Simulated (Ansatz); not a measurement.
# Si2H6: geometry at several levels

Aim: geometry at several levels, for Si2H6, with the cost of each level.

Computed with Ansatz 0.2.0 (the levels named in each step, unless a step's input says otherwise).

### Step 1. Starting point

Bond lengths: Si1–Si2 2.306 Å, Si1–H3 1.466 Å, Si1–H4 1.463 Å, Si1–H5 1.466 Å, Si2–H6 1.466 Å, Si2–H7 1.466 Å, Si2–H8 1.466 Å. Angles: Si1–Si2–H6 112.5°, Si1–Si2–H7 112.5°, Si1–Si2–H8 112.5°, H6–Si2–H7 106.3°, H6–Si2–H8 106.3°, H7–Si2–H8 106.3°, Si2–Si1–H3 112.5°, Si2–Si1–H4 112.7°, Si2–Si1–H5 112.5°, H3–Si1–H4 106.0°, H3–Si1–H5 106.3°, H4–Si1–H5 106.4°.

As a file:

```xyz
8

Si   -1.1466    0.1174   -0.0192
Si    1.1466   -0.1174    0.0192
H    -1.7864   -0.7864   -0.9806
H    -1.5692    1.4683   -0.3911
H    -1.7607   -0.1639    1.2823
H     1.5648   -1.4771    0.3752
H     1.7853    0.7774    0.9897
H     1.7619    0.1762   -1.2790
```

### Step 2. A rough first relaxation, PBE-D4/def2-SVP

The input, input.yaml:

```yaml
crystal:
  periodic: [false, false, false]
  atoms:
    - { symbol: Si, position_ang: [-1.14662, 0.11743, -0.01922] }
    - { symbol: Si, position_ang: [1.14662, -0.11736, 0.01924] }
    - { symbol: H, position_ang: [-1.78638, -0.78642, -0.98058] }
    - { symbol: H, position_ang: [-1.56919, 1.46828, -0.3911] }
    - { symbol: H, position_ang: [-1.76069, -0.16387, 1.28229] }
    - { symbol: H, position_ang: [1.56479, -1.47708, 0.37525] }
    - { symbol: H, position_ang: [1.78531, 0.77739, 0.9897] }
    - { symbol: H, position_ang: [1.7619, 0.17625, -1.27898] }
basis:
  gaussian: { orbitals: def2-SVP }
hamiltonian:
  xc: pbe
  dispersion: d4
relax:
  f_tol: 0.03
  max_steps: 200
```

Command:

```console
$ ansatz run input.yaml --threads 4 --pin off --max-ram 10240MiB --backend cpu --events-out ev --progress --plain --runs-dir out
```

After this run come: Relaxation, PBE0-D4/def2-TZVPP; Relaxation, CCSD(T)/cc-pV(T+d)Z.

Before running it: what results should come out? Wanted: Si1–Si2 at CCSD(T)/cc-pV(T+d)Z.

As calculated:

| quantity | value |
| --- | --- |
| Si1–Si2 at CCSD(T)/cc-pV(T+d)Z | 2.348 Å |

**Reading.** The Si–Si distance spreads over 0.010 Å, from PBE0-D4/def2-TZVPP (shortest) to CCSD(T)/cc-pV(T+d)Z.
